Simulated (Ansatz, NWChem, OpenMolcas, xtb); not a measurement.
Loss of CH3F: C2H3Cl2F → CCl2 + CH3F

Species: C2H3Cl2F (1,1-dichloro-1-fluoroethane) `CC(F)(Cl)Cl`, singlet; CCl2 (dichloromethylene) `Cl[C]Cl`, singlet; CH3F (fluoromethane) `CF`, singlet. 

Shapes, held fixed at every level: PBE0-D4/def2-TZVP. Programs: Ansatz 0.2.0, NWChem 7.3.0, OpenMolcas 26.06, xtb 6.7.1. A level may come from different programs for different species; with the same settings they agree closely. Electronic energies: no zero-point or thermal term.

| level | kind | ΔE (kJ/mol) |
| --- | --- | --- |
| GFN1-xTB | semi-empirical | +330.2 |
| HF/STO-3G | Hartree–Fock | +424.2 |
| HF/3-21G | Hartree–Fock | +396.3 |
| HF/def2-SVP | Hartree–Fock | +331.9 |
| B3LYP/6-31G* (spherical functions) | global hybrid | +345.1 |
| PBE0/def2-SVP | global hybrid | +377.7 |

PBE0/def2-SVP gives ΔE = +377.7 kJ/mol; the levels span +330.2 to +424.2. The median of the levels is +361.4. No measured value is set beside it here. Rows in sets without polarisation functions are far from converged.
